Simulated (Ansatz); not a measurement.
# C2H3Si (SMILES C#C[SiH2]): UPBE/aug-cc-pVDZ

What is the energy change on altering one bond length of C2H3Si at UPBE/aug-cc-pVDZ? 

The calculation is run with Ansatz 0.2.0.

39 further runs of the same task are left out: 39 set aside as unsound or not needed. Runs told in other sessions of the task aren't counted.

**1. The molecule**

The species is C2H3Si (6 atoms), meant as a doublet with charge 0. SMILES: `C#C[SiH2]`. Geometry: relaxed at PBE0-D4/def2-TZVP.

Bond lengths: C1–C2 1.210 Å, C2–Si3 1.803 Å, C1–H4 1.066 Å, Si3–H5 1.484 Å, Si3–H6 1.484 Å. Angles: C1–C2–Si3 174.9°, C2–C1–H4 179.3°, C2–Si3–H5 111.4°, C2–Si3–H6 111.4°, H5–Si3–H6 112.5°.

**2. The energy at UPBE/aug-cc-pVDZ**

Contents of in.yaml:

```yaml
crystal:
  periodic: [false, false, false]
  atoms:
    - {symbol: C, position_ang: [1.019700, -1.302300, 0.535000]}
    - {symbol: C, position_ang: [0.376000, -0.354500, 0.145700]}
    - {symbol: Si, position_ang: [-0.444500, 1.136900, -0.449500]}
    - {symbol: H, position_ang: [1.575400, -2.144400, 0.879400]}
    - {symbol: H, position_ang: [-1.137600, 0.894600, -1.738800]}
    - {symbol: H, position_ang: [-1.346900, 1.705600, 0.581800]}
basis:
  gaussian:
    orbitals: aug-cc-pVDZ
magnetization:
  spin_polarized: true
  initial_magnetization: 1
hamiltonian:
  xc: pbe
accuracy: high
output: {orbitals: {seedname: orbitals}}
```

Launch:

```console
$ ansatz run in.yaml --threads 1 --pin off --max-ram 2610MiB --events-out events.jsonl --progress --plain --runs-dir runs
```

The log of the run:

```text
Warning: RAYON_NUM_THREADS=1 ignored (pool sized by the plan → 1); use --threads N
Functional definition: PBE
  name "PBE"
  parameter kappa = 0.804
  parameter beta = 0.06672455060314922
  exchange = pbe_x(kappa = kappa, mu = beta*pi^2/3)
  correlation = pbe_c(beta = beta)
1869 factors; integrals over basis functions are off by at most 3.6e-9 eV
mean field evaluation 1: about -9978.3176 eV, gradient 4.3e1 eV
mean field evaluation 2: about -9866.2222 eV, gradient 1.1e2 eV
mean field evaluation 4: about -9985.0888 eV, gradient 3.0e1 eV
mean field evaluation 8: about -9990.2817 eV, gradient 1.8e-1 eV
mean field evaluation 16: about -9990.2819 eV, gradient 5.7e-5 eV
mean field -9990.28193404 eV, -367.1360894198 hartree, gradient 4.8e-8 eV, S^2 0.754258; 0 other end points of the search recorded, 0 dependent functions left out
reference -9990.28194200 eV, -367.1360897121 hartree; 15, 14 occupied and 85, 86 virtual orbitals, 1869 factors
Total energy: -9990.28194200 eV, -367.1360897121 hartree
```

Wall time 3.3 s (1 thread of AMD EPYC 9R45 (Zen 5), shared host); peak memory 0.31 GiB.

**3. The distorted shape**

Contents of run.yaml:

```yaml
crystal:
  periodic: [false, false, false]
  atoms:
    - {symbol: C, position_ang: [1.290425, -1.472913, 0.225605]}
    - {symbol: C, position_ang: [0.646725, -0.525113, -0.163695]}
    - {symbol: Si, position_ang: [-0.173775, 0.966287, -0.758895]}
    - {symbol: H, position_ang: [1.846125, -2.315013, 0.570005]}
    - {symbol: H, position_ang: [-0.866875, 0.723987, -2.048195]}
    - {symbol: H, position_ang: [-1.346900, 1.705600, 0.581800]}
basis:
  gaussian: {orbitals: aug-cc-pVDZ}
magnetization: {spin_polarized: true, initial_magnetization: 1}
accuracy: high
hamiltonian: {xc: pbe}
output: {orbitals: {seedname: orbitals}}
```

Launch:

```console
$ ansatz run run.yaml --threads 1 --pin off --max-ram 2610MiB --events-out events.jsonl --progress --plain --runs-dir runs
```

The log of the run:

```text
Warning: RAYON_NUM_THREADS=1 ignored (pool sized by the plan → 1); use --threads N
Functional definition: PBE
  name "PBE"
  parameter kappa = 0.804
  parameter beta = 0.06672455060314922
  exchange = pbe_x(kappa = kappa, mu = beta*pi^2/3)
  correlation = pbe_c(beta = beta)
1871 factors; integrals over basis functions are off by at most 3.4e-9 eV
mean field evaluation 1: about -9976.5498 eV, gradient 4.4e1 eV
mean field evaluation 2: about -9846.6743 eV, gradient 1.1e2 eV
mean field evaluation 4: about -9983.6349 eV, gradient 3.2e1 eV
mean field evaluation 8: about -9989.4587 eV, gradient 7.9e-2 eV
mean field evaluation 16: about -9989.4551 eV, gradient 1.4e-4 eV
mean field -9989.45509233 eV, -367.1057035473 hartree, gradient 3.6e-8 eV, S^2 0.753816; 0 other end points of the search recorded, 0 dependent functions left out
reference -9989.45509963 eV, -367.1057038156 hartree; 15, 14 occupied and 85, 86 virtual orbitals, 1871 factors
Total energy: -9989.45509963 eV, -367.1057038156 hartree
```

Wall time 3.3 s (1 thread of AMD EPYC 9R45 (Zen 5), shared host); peak memory 0.31 GiB.

**4. Summary of results**

Level: UPBE/aug-cc-pVDZ.

```
                                                          quantity          value
                                         first shape: total energy  -367.13609 Eh
                   first shape: HOMO energy (highest over α and β)       -5.17 eV
                    first shape: LUMO energy (lowest over α and β)       -3.65 eV
                                                 first shape: ⟨S²⟩          0.754
                                     distorted shape: total energy  -367.10570 Eh
               distorted shape: HOMO energy (highest over α and β)       -5.29 eV
                distorted shape: LUMO energy (lowest over α and β)       -3.84 eV
                                             distorted shape: ⟨S²⟩          0.754
energy change with the Si3–H6 bond stretched from 1.484 to 1.929 Å       0.827 eV
```

In words: With the Si3–H6 bond stretched from 1.484 to 1.929 Å the energy rises by 0.83 eV (19.1 kcal/mol). The first shape isn't relaxed at this level, so the change isn't measured from a minimum.
